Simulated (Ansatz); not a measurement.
For zinc-blende InP, RPBE (PAW; Ansatz, a quantum-chemistry and plane-wave program) gives:

```
Property                             Result
-----------------------------  ------------
lattice constant a                  6.017 Å
bulk modulus B0                    54.3 GPa
cohesive energy                2.78 eV/atom
band gap at the measured cell       0.83 eV
TO(Γ) frequency                    275 cm⁻¹
elastic constant C11               81.6 GPa
elastic constant C44               40.1 GPa
polycrystal shear modulus          30.6 GPa
```

Problem. What does r²SCAN (Ansatz, plane waves, PAW) give for the same quantities?

Solution. 
- lattice constant a: 5.907 Å (falls by 1.8 %)
- bulk modulus: 68.3 GPa (increases by 26 %)
- cohesive energy: 3.27 eV/atom (increases by 0.49 eV/atom)
- band gap at the measured cell: 1.14 eV (increases by 0.31 eV)
- zone-centre TO phonon frequency: 296 cm⁻¹ (grows by 7.6 %)
- elastic constant C11: 97.9 GPa (grows by 20 %)
- elastic constant C44: 45.9 GPa (rises by 14 %)
- Voigt–Reuss–Hill shear modulus: 34.3 GPa (rises by 12 %)

For comparison: lattice constant a 5.858 Å (measured, static lattice: zero-point anharmonic expansion removed; as tabulated in Mejia-Rodriguez and Trickey (2018), arXiv:1807.09216); bulk modulus 72 GPa (measured, 0 K value with the zero-point phonon effect removed; as tabulated in Mejia-Rodriguez and Trickey (2018), arXiv:1807.09216); band gap 1.47 eV (measured, zero-point renormalisation of 0.05 eV added back here (the table's ZPR column); inputs from Chen et al. (2018), doi:10.1103/physrevmaterials.2.073803); zone-centre TO phonon frequency 307 cm⁻¹ (measured, temperature not stated, no zero-point or thermal correction; as tabulated in Ioffe Institute, NSM Archive: InP, mechanic properties page); elastic constant C11 101 GPa (measured, temperature not stated, no zero-point or thermal correction; as tabulated in Oses et al. (2018), arXiv:1811.08464); elastic constant C44 45.6 GPa (measured, temperature not stated, not corrected to a static lattice; as tabulated in Oses et al. (2018), arXiv:1811.08464).

Changes are worked out from the printed values.

Unless a cell is named, each level is at its own relaxed cell (RPBE 27.23, r²SCAN 25.76 Å³/atom).

Levels without +SOC leave out spin–orbit coupling, which shifts energies and cells of such heavy elements.

Spin–orbit coupling is included only where a level's name says +SOC; with heavier elements it mostly lowers gaps and can invert bands. Density-functional gaps are differences of (generalised) Kohn–Sham levels.

Ansatz's density-functional and Hartree–Fock values are scalar-relativistic unless marked +SOC, with PAW data made under PBE.
